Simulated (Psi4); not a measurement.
# A workflow on C2HCl2F (SMILES FC=C(Cl)Cl)

We compute a structure relaxation (HF-3c/MINIX), then the harmonic vibrations (HF-3c/MINIX), then the energy (CCSD(T)/cc-pVDZ) of C2HCl2F. 

The calculation is run with Psi4 1.11.

### Step 1. The structure to begin with

C2HCl2F: 6 atoms, total charge 0, spin state singlet. SMILES: `FC=C(Cl)Cl`. The coordinates come from a PBE0-D4/def2-TZVP relaxation. The run starts from this shape.

Bond lengths: F1–C2 1.325 Å, C2–C3 1.326 Å, C3–Cl4 1.703 Å, C3–Cl5 1.711 Å, C2–H6 1.082 Å. Angles: F1–C2–C3 121.8°, C2–C3–Cl4 122.7°, C2–C3–Cl5 120.2°, Cl4–C3–Cl5 117.2°, F1–C2–H6 114.8°, C3–C2–H6 123.4°.

### Step 2. A structure relaxation at HF-3c/MINIX (density fitting) (run 1)

Contents of input.in:

```
memory 1600 mb

molecule mol {
  0 1
  F      0.369860    -1.453540     1.016570
  C      0.335170    -0.183710     0.639080
  C     -0.249490     0.193990    -0.489960
  Cl    -1.002700    -0.907170    -1.549080
  Cl    -0.269610     1.845290    -0.936840
  H      0.816790     0.505150     1.320220
  units angstrom
  symmetry c1
}

set geom_maxiter 60

E = optimize("hf-3c")
print_variables()
```

Launch:

```bash
$ psi4 input.in input.out -n 1
```

input.out:

```text
[...]
  Running in c1 symmetry.
[...]
  Nuclear repulsion =  265.257491662507050
[...]
  Multiplicity = 1
[...]
  Nalpha       = 28
  Nbeta        = 28
[...]
    Number of basis functions: 44
[...]
   @DF-RHF iter   1: -1089.09323146940415   -8.99738e-01   9.35569e-03 ADIIS/DIIS
[...]
   @DF-RHF iter   7: -1089.21808243786609   -1.36424e-12   5.66683e-09 DIIS
[...]
    Orbital Energies [Eh]
    ---------------------
    Doubly Occupied:
       1A   -104.126424     2A   -104.124421     3A    -26.071759
       4A    -11.342798     5A    -11.331705     6A    -10.550443
       7A    -10.547666     8A     -7.984881     9A     -7.982148
      10A     -7.980074    11A     -7.979909    12A     -7.977197
      13A     -7.977146    14A     -1.646069    15A     -1.225745
      16A     -1.118351    17A     -1.040902    18A     -0.816736
      19A     -0.740020    20A     -0.698282    21A     -0.692681
      22A     -0.599337    23A     -0.575184    24A     -0.570898
      25A     -0.493672    26A     -0.483509    27A     -0.465109
      28A     -0.385796
[...]
  @DF-RHF Final Energy: -1089.21808243786609
   => Energetics <=
    Nuclear Repulsion Energy =            261.2270004526572507
    One-Electron Energy =               -2025.6923989283568517
    Two-Electron Energy =                 675.3173366822242087
    Total Energy =                      -1089.2180824378658599
[...]
 Multipole Moments:
 ------------------------------------------------------------------------------------
     Multipole            Electronic (a.u.)      Nuclear  (a.u.)        Total (a.u.)
 ------------------------------------------------------------------------------------
 L = 1.  Multiply by 2.5417464519 to convert [e a0] to [Debye]
 Dipole X            :         -0.7302103            1.0164395            0.2862293
 Dipole Y            :         -0.7056466            1.0941198            0.3884732
 Dipole Z            :         -1.1168981            1.5268269            0.4099288
 Magnitude           :                                                    0.6331511
[...]
  -Total Gradient:
     Atom            X                  Y                   Z
    ------   -----------------  -----------------  -----------------
       1       -0.000003828096    -0.000096320647     0.000027248307
       2        0.000043973049     0.000145091393     0.000021452949
       3       -0.000001856260    -0.000054866104     0.000001899948
       4       -0.000007895029     0.000004185564    -0.000010919834
       5       -0.000006077601     0.000040476979    -0.000014593029
       6       -0.000024316066    -0.000038567215    -0.000025088341
[...]
    Final optimized geometry and variables:
    Molecular point group: c1
    Full point group: C1
    Geometry (in Angstrom), charge = 0, multiplicity = 1:
    F            0.691862357424    -1.518160691655     1.602837924461
    C            0.655262416293    -0.251643708144     1.222537141638
    C            0.069660155303     0.139698068657     0.088426643679
    CL          -0.704718084360    -0.976282048122    -1.004419520526
    CL           0.047256010581     1.825985836704    -0.370983833488
    H            1.138435250852     0.469138926257     1.898494963339
  Variable Map:
  ----------------------------------------------------------------------------
  "CURRENT ENERGY"                    =>   -1089.218082437866
  "CURRENT REFERENCE ENERGY"          =>   -1089.218082437866
[...]
```

On the terminal:

```text
Optimizer: Optimization complete!
```

Run time: 6.9 s. Hardware: 1 thread of Intel Xeon Platinum 8559C (Emerald Rapids), shared host; peak memory 0.24 GiB.

Step by step:

```
step  energy from the first frame kept (eV)  largest force (eV/Å)
   0                                 0.0000                1.3005
   1                                -0.0604                0.3110
   2                                -0.0617                0.0519
   3                                -0.0617                0.0079
```

After the run. Bond lengths: F1–C2 1.323 Å, C2–C3 1.335 Å, C3–Cl4 1.743 Å, C3–Cl5 1.748 Å, C2–H6 1.100 Å. Angles: F1–C2–C3 122.5°, C2–C3–Cl4 122.7°, C2–C3–Cl5 120.8°, Cl4–C3–Cl5 116.6°, F1–C2–H6 116.0°, C3–C2–H6 121.5°.

### Step 3. The harmonic vibrations at HF-3c/MINIX (run 2)

Contents of c2hcl2f.inp:

```
memory 1600 mb

molecule {
  F      0.71679769    -2.77234350     1.95926805
  C      0.64763371    -0.37897324     1.24060331
  C     -0.45899369     0.36055597    -0.90255398
  Cl    -1.92235792    -1.74834060    -2.96773362
  Cl    -0.50133300     3.54717845    -1.77071495
  H      1.56069835     0.98310923     2.51797880
  units au
}

set t 600.0
set rotational_symmetry_number 1
set scf_type pk

energy_value = freq("hf-3c")
```

Launch:

```bash
$ psi4 c2hcl2f.inp c2hcl2f.out -n 1
```

c2hcl2f.out, shortened:

```text
[...]
  Running in c1 symmetry.
[...]
  Nuclear repulsion =  261.226990714925023
[...]
  Multiplicity = 1
[...]
  Nalpha       = 28
  Nbeta        = 28
[...]
    Number of basis functions: 44
[...]
   @RHF iter   1: -1089.09074523115441   -1.04105e+00   9.42404e-03 ADIIS/DIIS
[...]
  -Total Gradient:
     Atom            X                  Y                   Z
    ------   -----------------  -----------------  -----------------
       1        0.000010583904    -0.000069576206     0.000046110172
       2        0.000042126655     0.000101026388     0.000029174353
       3       -0.000002528816    -0.000041168898    -0.000002824803
       4       -0.000017042097     0.000007514646    -0.000027898790
       5       -0.000008856863     0.000046153624    -0.000020888302
       6       -0.000024282778    -0.000043949553    -0.000023672629
[...]
   @RHF iter  11: -1089.21836277477973   -1.59162e-12   5.58985e-09 DIIS
[...]
    Orbital Energies [Eh]
    ---------------------
    Doubly Occupied:
[...]
  @RHF Final Energy: -1089.21836277477973
   => Energetics <=
    Nuclear Repulsion Energy =            261.2269907149250230
    One-Electron Energy =               -2025.6926470163375598
    Two-Electron Energy =                 675.3173141639141477
    Total Energy =                      -1089.2183627747795072
[...]
 Multipole Moments:
 ------------------------------------------------------------------------------------
     Multipole            Electronic (a.u.)      Nuclear  (a.u.)        Total (a.u.)
 ------------------------------------------------------------------------------------
 L = 1.  Multiply by 2.5417464519 to convert [e a0] to [Debye]
 Dipole X            :         -0.7302298            1.0164401            0.2862103
 Dipole Y            :         -0.7056048            1.0941199            0.3885151
[...]
  ==> Harmonic Vibrational Analysis <==
[...]
  Freq [cm^-1]                 204.4225            293.4369            302.7545
[...]
  IR activ [km/mol]             1.8905              0.4963              6.7961
[...]
  Freq [cm^-1]                 495.3218            525.0826            711.6311
[...]
  IR activ [km/mol]             0.1664              8.7420             23.1220
[...]
  Freq [cm^-1]                1025.3367           1100.7452           1317.5101
[...]
  IR activ [km/mol]             7.0669             88.4956             54.3509
[...]
  Freq [cm^-1]                1439.1542           1904.4674           3571.1575
[...]
```

The script printed:

```text
Warning: used thermodynamics relations inappropriate for low-frequency modes: ['204.4225' '293.4369' '302.7545' '495.3218' '525.0826']
```

Run time: 9.9 s. Hardware: 1 thread of Intel Xeon Platinum 8559C (Emerald Rapids), shared host; peak memory 0.23 GiB.

### Step 4. A single-point energy at CCSD(T)/cc-pVDZ (run 3)

Contents of c2hcl2f.py:

```python
import psi4

psi4.set_memory('1600 MB')
psi4.set_num_threads(1)
psi4.core.set_output_file('output.dat', False)

m = psi4.geometry("""
0 1
F      0.379313    -1.467061     1.036800
C      0.342713    -0.200544     0.656499
C     -0.242889     0.190798    -0.477611
Cl    -1.017268    -0.925182    -1.570457
Cl    -0.265294     1.877086    -0.937022
H      0.825886     0.520239     1.332457
""")

psi4.set_options({
    'basis': 'cc-pVDZ',
    'scf_type': 'pk',
    'freeze_core': 'true',
})

e, wfn = psi4.energy('ccsd(t)', return_wfn=True)
print('E =', round(e, 9))
```

Launch:

```bash
$ python c2hcl2f.py
```

output.dat:

```text
[...]
  Running in c1 symmetry.
[...]
  Nuclear repulsion =  261.226990708016103
[...]
  Multiplicity = 1
[...]
  Nalpha       = 28
  Nbeta        = 28
[...]
    Number of basis functions: 83
[...]
   @RHF iter   1: -1094.66889705956601   -3.29302e-01   3.48522e-03 DIIS/ADIIS
[...]
   @RHF iter  12: -1094.71979180225185   -4.77485e-12   4.49006e-09 DIIS
[...]
    Orbital Energies [Eh]
    ---------------------
    Doubly Occupied:
       1A   -104.867657     2A   -104.862867     3A    -26.344613
       4A    -11.374397     5A    -11.370131     6A    -10.593835
       7A    -10.589046     8A     -8.061507     9A     -8.057815
      10A     -8.057614    11A     -8.056726    12A     -8.052952
      13A     -8.052845    14A     -1.666303    15A     -1.218405
      16A     -1.118467    17A     -1.030540    18A     -0.830570
      19A     -0.762212    20A     -0.722149    21A     -0.702369
      22A     -0.613750    23A     -0.583372    24A     -0.564073
      25A     -0.497298    26A     -0.484086    27A     -0.465323
      28A     -0.375718
[...]
  @RHF Final Energy: -1094.71979180225185
   => Energetics <=
    Nuclear Repulsion Energy =            261.2269907080161033
    One-Electron Energy =               -2031.9402828934298668
    Two-Electron Energy =                 675.9935003831620861
    Total Energy =                      -1094.7197918022516205
[...]
 Multipole Moments:
 ------------------------------------------------------------------------------------
     Multipole            Electronic (a.u.)      Nuclear  (a.u.)        Total (a.u.)
 ------------------------------------------------------------------------------------
 L = 1.  Multiply by 2.5417464519 to convert [e a0] to [Debye]
 Dipole X            :         -0.7405447            1.0164401            0.2758954
 Dipole Y            :         -0.7307013            1.0941199            0.3634186
 Dipole Z            :         -1.1289276            1.5268268            0.3978991
 Magnitude           :                                                    0.6054049
[...]
      * MP2 total energy                      = -1095.437612056686021
[...]
      * CCSD total energy                     = -1095.472492847760577
[...]
      * CCSD(T) total energy                  = -1095.494817136331449
```

On the terminal:

```text
E = -1095.494817136
```

It took 38 s on 1 thread of Intel Xeon Platinum 8559C (Emerald Rapids), shared host; peak memory 0.45 GiB.

### Step 5. What came out

| quantity | value |
| --- | --- |
| run 1, HF-3c/MINIX: total energy at the end | -1089.21808 Eh |
| run 1, HF-3c/MINIX: dipole moment | 1.61 D |
| run 1, HF-3c/MINIX: HOMO energy | -10.50 eV |
| run 1, HF-3c/MINIX: LUMO energy | 4.26 eV |
| run 1, HF-3c/MINIX: HOMO–LUMO gap | 14.76 eV |
| run 2, HF-3c/MINIX: total energy | -1089.21836 Eh |
| run 2, HF-3c/MINIX: lowest harmonic wavenumber | 204 cm⁻¹ |
| run 2, HF-3c/MINIX: highest harmonic wavenumber | 3571 cm⁻¹ |
| run 2, HF-3c/MINIX: zero-point energy | 77.1 kJ/mol |
| run 2, HF-3c/MINIX: ideal-gas entropy at 600 K (symmetry number 1 as used) | 88.5 cal/(mol K) |
| run 3, CCSD(T)/cc-pVDZ: total energy | -1095.49482 Eh |
| run 3, CCSD(T)/cc-pVDZ: HOMO energy (Hartree–Fock orbitals) | -10.22 eV |
| run 3, CCSD(T)/cc-pVDZ: LUMO energy (Hartree–Fock orbitals) | 3.73 eV |
| run 3, CCSD(T)/cc-pVDZ: HOMO–LUMO gap (Hartree–Fock orbitals) | 13.95 eV |
| run 3, CCSD(T)/cc-pVDZ: correlation energy (13 core orbitals frozen) | -775.0 mEh |
| run 3, CCSD(T)/cc-pVDZ: (T) correction | -22.32 mEh |
| run 3, CCSD(T)/cc-pVDZ: T1 diagnostic | 0.011 |

What this shows: The optimisation (run 1, HF-3c/MINIX) took 4 steps and changed the energy by -0.062 eV. All 12 modes (run 2, HF-3c/MINIX) are real, so the shape is a minimum at this level. The triples (run 3, CCSD(T)/cc-pVDZ) make up 2.9 % of the correlation energy.
